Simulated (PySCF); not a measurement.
**Two probes of the same atoms: core binding energy and nuclear shielding**

Compound: C₃H₆S.
Bonds: C1–C2 (double), C2–S3, S3–C4. Hydrogens: H5, H6 on C1; H7 on C2; H8, H9, H10 on C4.

Binding energies: delta-SCF UKS SCAN, pcX-2 on the ionised atom, pcseg-1 elsewhere, spin-free X2C in PySCF 2.14.0. Shieldings: GIAO PBE0/pcSseg-1, non-relativistic, same geometry.

```tsv
atom	C 1s (eV)
C1	289.84
C2	291.02
C4	291.49
```

Problem. What are the absolute isotropic shieldings of these atoms?

Solution. 
| atom | environment | C 1s (eV) | isotropic shielding (ppm) |
| --- | --- | --- | --- |
| C1 | terminal =CH2 carbon | 289.84 | 69.0 |
| C2 | alkene CH carbon | 291.02 | 37.3 |
| C4 | S-methyl carbon | 291.49 | 164.4 |

Problem. Among the listed atoms, is the one with the highest binding energy also the least shielded?

Solution. No. The highest binding energy is at C4 (291.49 eV, shielding 164.4 ppm), the lowest shielding at C2 (37.3 ppm, 291.02 eV).

By binding energy: C1 < C2 < C4. By shielding: C2 < C1 < C4.

Spin contamination (⟨S²⟩ against 0.75 for a pure doublet) is marked for C 1s of C2 (0.88), which makes this value less certain. One conformer (not necessarily the lowest) at the PBE0-D3(BJ)/def2-SVP geometry, without solvent, vibrations or thermal averaging.

Conformer computed: `[CH2:1]=[CH:2][S:3][CH3:4]`: C1–C2–S3–C4 -179°.
